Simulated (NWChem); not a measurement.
Everything below was run with NWChem. System: acetamide (C2H5NO), charge 0, spin multiplicity 1, at a geometry optimised with B3LYP/def2-SVP. Level: G0W0@PBE0/def2-TZVP, RI basis def2-tzvp-rifit.

The NWChem input:

```
start mol
memory heap 200 mb stack 700 mb global 1700 mb
geometry units angstroms nocenter noautoz noautosym
  C     -0.721431     1.206282    -0.001340
  C      0.170913    -0.027682    -0.005517
  N     -0.499075    -1.221207    -0.022399
  O      1.384745     0.035235     0.023558
  H     -1.159327     1.348959     1.000591
  H     -1.549246     1.121372    -0.723090
  H     -0.109033     2.083399    -0.243420
  H      0.044024    -2.075788     0.010854
  H     -1.507748    -1.282975    -0.035469
end
basis spherical
  * library def2-tzvp
end
basis "ri basis" bse spherical
  * library def2-tzvp-rifit
end
dft
  xc pbe0
  iterations 100
  direct
  tolerances tight
end
task dft energy
gw
  method cdgw
  states alpha occ 4 vir 2
end
task dft gw
```

Output (cleaned and shortened):

```
             Northwest Computational Chemistry Package (NWChem) 7.3.0
             --------------------------------------------------------

                                NWChem Input Module
                                -------------------

 Scaling coordinates for geometry "geometry" by  1.889725989
 (inverse scale =  0.529177249)

                             Geometry "geometry" -> ""
                             -------------------------

 Output coordinates in angstroms (scale by  1.889725989 to convert to a.u.)

  No.       Tag          Charge          X              Y              Z
 ---- ---------------- ---------- -------------- -------------- --------------
    1 C                    6.0000    -0.72143100     1.20628200    -0.00134000
    2 C                    6.0000     0.17091300    -0.02768200    -0.00551700
    3 N                    7.0000    -0.49907500    -1.22120700    -0.02239900
    4 O                    8.0000     1.38474500     0.03523500     0.02355800
    5 H                    1.0000    -1.15932700     1.34895900     1.00059100
    6 H                    1.0000    -1.54924600     1.12137200    -0.72309000
    7 H                    1.0000    -0.10903300     2.08339900    -0.24342000
    8 H                    1.0000     0.04402400    -2.07578800     0.01085400
    9 H                    1.0000    -1.50774800    -1.28297500    -0.03546900

 Effective nuclear repulsion energy (a.u.)     121.3302353340

            Nuclear Dipole moment (a.u.)
            ----------------------------
        X                 Y               Z
 ---------------- ---------------- ----------------
    -0.0000056692    -0.0000037795    -0.0000094486


 Summary of "ao basis" -> "" (spherical)
 ------------------------------------------------------------------------------
       Tag                 Description            Shells   Functions and Types
 ---------------- ------------------------------  ------  ---------------------
 *                         def2-tzvp                  on all atoms

 new library libraries.bse/

 Summary of "ri basis" -> "" (spherical)
 ------------------------------------------------------------------------------
       Tag                 Description            Shells   Functions and Types
 ---------------- ------------------------------  ------  ---------------------
 *                      def2-tzvp-rifit               on all atoms

                                 NWChem DFT Module
                                 -----------------

 Summary of "ao basis" -> "ao basis" (spherical)
 ------------------------------------------------------------------------------
       Tag                 Description            Shells   Functions and Types
 ---------------- ------------------------------  ------  ---------------------
 C                         def2-tzvp                11       31   5s3p2d1f
 N                         def2-tzvp                11       31   5s3p2d1f
 O                         def2-tzvp                11       31   5s3p2d1f
 H                         def2-tzvp                 4        6   3s1p

 Summary of "ao basis" -> "ao basis" (spherical)
 ------------------------------------------------------------------------------
       Tag                 Description            Shells   Functions and Types
 ---------------- ------------------------------  ------  ---------------------
 C                         def2-tzvp                11       31   5s3p2d1f
 N                         def2-tzvp                11       31   5s3p2d1f
 O                         def2-tzvp                11       31   5s3p2d1f
 H                         def2-tzvp                 4        6   3s1p

            General Information
            -------------------
          SCF calculation type: DFT
          Wavefunction type:  closed shell.
          No. of atoms     :     9
          No. of electrons :    32
           Alpha electrons :    16
            Beta electrons :    16
          Charge           :     0
          Spin multiplicity:     1
          Use of symmetry is: off; symmetry adaption is: off
          Maximum number of iterations: 100
          This is a Direct SCF calculation.
          AO basis - number of functions:   154
                     number of shells:    64
          Convergence on energy requested:  1.00D-06
          Convergence on density requested:  1.00D-05
          Convergence on gradient requested:  5.00D-04

              XC Information
              --------------
                         PBE0 Method XC Functional
                     Hartree-Fock (Exact) Exchange  0.250
          PerdewBurkeErnzerhof Exchange Functional  0.750
            Perdew 1991 LDA Correlation Functional  1.000 local
           PerdewBurkeErnz. Correlation Functional  1.000 non-local

             Grid Information
             ----------------
          Grid used for XC integration:  medium
          Radial quadrature: Mura-Knowles
          Angular quadrature: Lebedev.
          Tag              B.-S. Rad. Rad. Pts. Rad. Cut. Ang. Pts.
          ---              ---------- --------- --------- ---------
          C                   0.70       49          10.0       434
          N                   0.65       49          10.0       434
          O                   0.60       49          10.0       434
          H                   0.35       45          11.0       434
          Grid pruning is: on
          Number of quadrature shells:   421
          Spatial weights used:  Erf1

          Convergence Information
          -----------------------
          Convergence aids based upon iterative change in
[...]
          Levelshifting, if invoked, occurs when the
          HOMO/LUMO gap drops below (HL_TOL):  1.00D-02
          DIIS, if invoked, will attempt to extrapolate
          using up to (NFOCK): 10 stored Fock matrices.

                    Damping( 0%)  Levelshifting(0.5)       DIIS
                  --------------- ------------------- ---------------
          dE  on:    start            ASAP                start
          dE off:    2 iters        100 iters           100 iters

      Screening Tolerance Information
      -------------------------------
          Density screening/tol_rho:  1.00D-10
          AO Gaussian exp screening on grid/accAOfunc:  14
          CD Gaussian exp screening on grid/accCDfunc:  20
          XC Gaussian exp screening on grid/accXCfunc:  20
          Schwarz screening/accCoul:  1.00D-08

      Superposition of Atomic Density Guess
      -------------------------------------

 Sum of atomic energies:        -206.93756147

      Non-variational initial energy
      ------------------------------

 Total energy =    -209.129644
 1-e energy   =    -520.340532
 2-e energy   =     189.880653
 HOMO         =      -0.360406
 LUMO         =       0.038231

   convergence    iter        energy       DeltaE   RMS-Dens  Diis-err    time
 ---------------- ----- ----------------- --------- --------- ---------  ------
 d= 0,ls=0.0,diis     1   -208.9489542127 -3.30D+02  1.57D-02  1.10D+00    12.9
 d= 0,ls=0.0,diis     2   -208.6717908061  2.77D-01  1.21D-02  4.09D+00    22.0
 d= 0,ls=0.0,diis     3   -209.0585103312 -3.87D-01  1.15D-03  6.36D-02    31.3
 d= 0,ls=0.0,diis     4   -209.0619619497 -3.45D-03  4.62D-04  2.50D-02    39.5
 d= 0,ls=0.0,diis     5   -209.0643603728 -2.40D-03  7.93D-05  4.16D-04    46.4
 d= 0,ls=0.0,diis     6   -209.0644045878 -4.42D-05  1.90D-05  2.93D-05    53.2
 d= 0,ls=0.0,diis     7   -209.0644077637 -3.18D-06  8.03D-06  2.42D-06    59.9
 d= 0,ls=0.0,diis     8   -209.0644080466 -2.83D-07  1.45D-06  5.39D-08    66.5

         Total DFT energy =     -209.064408046633
      One electron energy =     -524.061807803318
           Coulomb energy =      221.657641968522
    Exchange-Corr. energy =      -27.990477545797
 Nuclear repulsion energy =      121.330235333960

 Numeric. integr. density =       32.000004401209

     Total iterative time =     64.6s

                       DFT Final Molecular Orbital Analysis
                       ------------------------------------

 Vector   14  Occ=2.000000D+00  E=-3.843867D-01
              MO Center= -1.5D-01,  3.5D-01,  8.6D-02, r^2= 2.7D+00
   Bfn.  Coefficient  Atom+Function         Bfn.  Coefficient  Atom+Function
  ----- ------------  ---------------      ----- ------------  ---------------
   101     -0.224106  4 O  pz                 8      0.214328  1 C  pz
   104     -0.187486  4 O  pz                39     -0.180644  2 C  pz
   126      0.179101  5 H  s                 70     -0.176837  3 N  pz
    11      0.165805  1 C  pz                73     -0.160688  3 N  pz
    42     -0.146505  2 C  pz               132     -0.121670  6 H  s

 Vector   15  Occ=2.000000D+00  E=-2.885623D-01
              MO Center=  2.0D-01, -7.2D-01, -9.4D-03, r^2= 2.0D+00
   Bfn.  Coefficient  Atom+Function         Bfn.  Coefficient  Atom+Function
  ----- ------------  ---------------      ----- ------------  ---------------
    70      0.348129  3 N  pz                73      0.310750  3 N  pz
   101     -0.295518  4 O  pz                76      0.293350  3 N  pz
   104     -0.248933  4 O  pz               107     -0.172754  4 O  pz
    45     -0.048139  2 C  pz               133     -0.045462  6 H  s
    54      0.039916  2 C  d  1              39     -0.037409  2 C  pz

 Vector   16  Occ=2.000000D+00  E=-2.696703D-01
              MO Center=  9.4D-01,  7.4D-02,  1.4D-02, r^2= 1.7D+00
   Bfn.  Coefficient  Atom+Function         Bfn.  Coefficient  Atom+Function
  ----- ------------  ---------------      ----- ------------  ---------------
   100      0.430425  4 O  py               103      0.361055  4 O  py
     5     -0.294644  1 C  s                106      0.254960  4 O  py
    67      0.239084  3 N  s                 44      0.158282  2 C  py
     6     -0.115810  1 C  px                12     -0.100850  1 C  px
     7      0.099812  1 C  py                35     -0.098250  2 C  s

 Vector   17  Occ=0.000000D+00  E= 2.672069D-02
              MO Center= -6.9D-02,  1.1D-02, -5.8D-02, r^2= 3.2D+00
   Bfn.  Coefficient  Atom+Function         Bfn.  Coefficient  Atom+Function
  ----- ------------  ---------------      ----- ------------  ---------------
     5      0.998227  1 C  s                133     -0.777829  6 H  s
   151     -0.434903  9 H  s                 67      0.429341  3 N  s
   139     -0.420307  7 H  s                 42     -0.398433  2 C  pz
    45     -0.381448  2 C  pz                36     -0.371865  2 C  s
   127      0.359904  5 H  s                 39     -0.346018  2 C  pz

 Vector   18  Occ=0.000000D+00  E= 2.875726D-02
              MO Center= -1.2D+00, -6.3D-01,  6.3D-02, r^2= 6.2D+00
   Bfn.  Coefficient  Atom+Function         Bfn.  Coefficient  Atom+Function
  ----- ------------  ---------------      ----- ------------  ---------------
     5      3.408452  1 C  s                 36     -1.438827  2 C  s
    67      1.352219  3 N  s                151     -1.282918  9 H  s
   127     -1.224962  5 H  s                133     -0.939720  6 H  s
   139     -0.746850  7 H  s                145     -0.737889  8 H  s
    44     -0.491487  2 C  py                98      0.369772  4 O  s

 Vector   19  Occ=0.000000D+00  E= 7.537734D-02
              MO Center= -6.7D-01, -3.5D-01,  8.2D-02, r^2= 8.4D+00
   Bfn.  Coefficient  Atom+Function         Bfn.  Coefficient  Atom+Function
  ----- ------------  ---------------      ----- ------------  ---------------
     5      4.016778  1 C  s                127     -1.689977  5 H  s
   133     -1.621492  6 H  s                 36     -1.458627  2 C  s
   145      1.374168  8 H  s                 67     -0.973933  3 N  s
   139     -0.867887  7 H  s                151      0.354898  9 H  s
    75      0.344734  3 N  py                43      0.280760  2 C  px

 center of mass
 --------------
 x =   0.13569442 y =  -0.03807642 z =  -0.00030699

 moments of inertia (a.u.)
 ------------------
         190.839629502879           9.991556162325          -2.572388748631
           9.991556162325         171.917944562290          -1.548851152468
          -2.572388748631          -1.548851152468         351.234761315651

     Multipole analysis of the density
     ---------------------------------

     L   x y z        total         alpha         beta         nuclear
     -   - - -        -----         -----         ----         -------
     0   0 0 0     -0.000000    -16.000000    -16.000000     32.000000

     1   1 0 0     -1.485668     -0.742831     -0.742831     -0.000006
     1   0 1 0     -0.398514     -0.199255     -0.199255     -0.000004
     1   0 0 1      0.002987      0.001498      0.001498     -0.000009

     2   2 0 0    -19.882723    -57.102724    -57.102724     94.322725
     2   1 1 0      0.315055      4.225934      4.225934     -8.136813
     2   1 0 1     -0.057336     -0.707345     -0.707345      1.357354
     2   0 2 0    -14.615441    -65.439810    -65.439810    116.264179
     2   0 1 1     -0.036048     -0.453824     -0.453824      0.871599
     2   0 0 2    -18.666040    -12.177044    -12.177044      5.688048

 Task  times  cpu:       66.6s     wall:       66.6s

                                NWChem Input Module
                                -------------------

                                 NWChem GW Module
                                 ----------------

                             ***********************
                             ***        GW       ***
                             ***********************

 Summary of "ri basis" -> "ri basis" (spherical)
 ------------------------------------------------------------------------------
       Tag                 Description            Shells   Functions and Types
 ---------------- ------------------------------  ------  ---------------------
 C                      def2-tzvp-rifit             22       76   8s6p4d3f1g
 N                      def2-tzvp-rifit             22       76   8s6p4d3f1g
 O                      def2-tzvp-rifit             22       76   8s6p4d3f1g
 H                      def2-tzvp-rifit              7       15   4s2p1d

                 Memory Information
                 ------------------
          Available GA per process is          1699.8 MBs
          Available stack per process is        700.0 MBs
          Available heap per process is           0.0 MBs

          Peak memory in Initialization
              Peak GA per process is                  9.3 MBs
              Peak stack per process is               0.3 MBs
              Peak heap per process is                9.7 MBs
              Memory not in MA per process            0.0 MBs

          Peak memory in CDGW Calculation
              Peak GA per process is                 11.7 MBs
              Peak stack per process is               2.2 MBs
              Peak heap per process is                2.8 MBs
              Memory not in MA per process            0.0 MBs

          Computing 2-center integrals
          Computing Inverse Cholesky factor
          Computing 3-center integrals
          Computing Vxc

          Computing Sigma_x
          Computing W(iw) on the imaginary grid
          Solving quasiparticle equations

                  Alpha Orbitals
          State     Energy (eV)     Error (eV)
          -----------------------------------
@GW        13        -13.928           0.002
@GW        14        -12.754           0.002
@GW        15        -10.012           0.005
@GW        16         -9.480           0.002
@GW        17          3.033           0.002
@GW        18          2.553           0.004

     GW Timing Statistics
   ------------------------
   Init.   :          0.1s
     ERIs  :          3.0s
     Distr.:          0.0s
     Vxc   :          5.9s
   Vmo     :          0.0s
   iW      :          4.0s
   I_n     :          0.0s
   R_n     :          0.4s
   GW total:         13.6s

 Task  times  cpu:       13.6s     wall:       13.6s

 Total times  cpu:       80.2s     wall:       80.2s
```
